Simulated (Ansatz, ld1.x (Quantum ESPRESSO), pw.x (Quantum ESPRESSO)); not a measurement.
From atom to crystal: ultrasoft potential for Ni (Z = 28)

Ni, ultrasoft, made with ld1.x (Quantum ESPRESSO) 7.5 (PBEsol, scalar-relativistic). Core [Ar], reference 3d8 4s2 4p0. Waves: 4s (bound): rcut 2.00, rcutus 2.25 bohr; 4s channel at 1.7 Ry: rcut 2.00, rcutus 2.25 bohr; 4p (bound, empty): rcut 1.95, rcutus 2.70 bohr; 4p channel at 2 Ry: rcut 1.95, rcutus 2.70 bohr; 3d (bound): rcut 1.10, rcutus 1.35 bohr; 3d channel at 3.2 Ry: rcut 1.10, rcutus 1.35 bohr. Local part: all-electron potential smoothed inside 2.15 bohr (lloc = -1). Core correction: none. Augmentation charge: PSQ, radius 1.05 bohr.

Atomic tests: cutoffs needed: 60 Ry and 110 Ry (the cutoffs (Ry, on a coarse ladder) from which the occupation-weighted sum of valence levels, in a spherical-Bessel basis at the reference potential, stays within 10 and 1 mRy of its value at 400 Ry); ghost test: no extra level below or beside the all-electron valence levels (s, p, d, f tested) (spherical-Bessel basis up to 400 Ry, 20 bohr box); largest excitation error: -309 meV (all-electron minus pseudo) for 3d8 4s0 4p2, out of 7 test configurations.

Crystal test: fcc Ni in pw.x 7.5, no spin, 16³ k-points, Fermi–Dirac smearing 0.01 Ry, cutoffs 135/900 Ry. The reference is all-electron LAPW (Ansatz 0.2.0) with the same functional, mesh and smearing; V0 and B0 come from Birch–Murnaghan fits to the pressures at five volumes. Errors are pseudo minus all-electron; Δ is the rms difference of the E(V) curves that follow from these fits, minima aligned, over ±6 % about the mean V0. Mesh and smearing are coarse, so the numbers serve the comparison and aren't converged zero-temperature values; the lattice is a test structure that the element need not adopt. Spin polarisation and strong correlation are left out, which matters for this element.

| V (Å³/atom) | P all-electron (GPa) | P pseudo (GPa) |
| --- | --- | --- |
| 9.887 | 12.41 | 79.45 |
| 10.147 | 5.34 | 66.12 |
| 10.407 | -0.77 | 54.39 |
| 10.667 | -6.04 | 44.11 |
| 10.927 | -10.59 | 35.08 |

All-electron: a0 = 3.462 Å (V0 = 10.37 Å³/atom), B0 = 230.4 GPa.

Pseudopotential: mean pressure error (GPa): +55.76. The pressure does not cross zero within the volumes sampled, so no fit is given. The largest radius (2.70 bohr) exceeds half the bond length (2.32 bohr), so the spheres overlap, which is one possible source of error among others. This is a poor potential for the solid.

At the middle volume, how do free energy and pressure move when the wave cutoff is lowered (ecutrho held at 900 Ry)?

```
cutoff (Ry)  shift of F (meV/atom)  shift of P (GPa)
         61                 +596.6            +13.01
         81                 +187.7            -12.73
        108                  +15.4             +1.34
```

The run at the middle volume (145 k-points, 11 iterations) took about 50 s on one core of a shared host (Intel(R) Xeon(R) Platinum 8488C, 192 threads, 744 GiB, load 94).
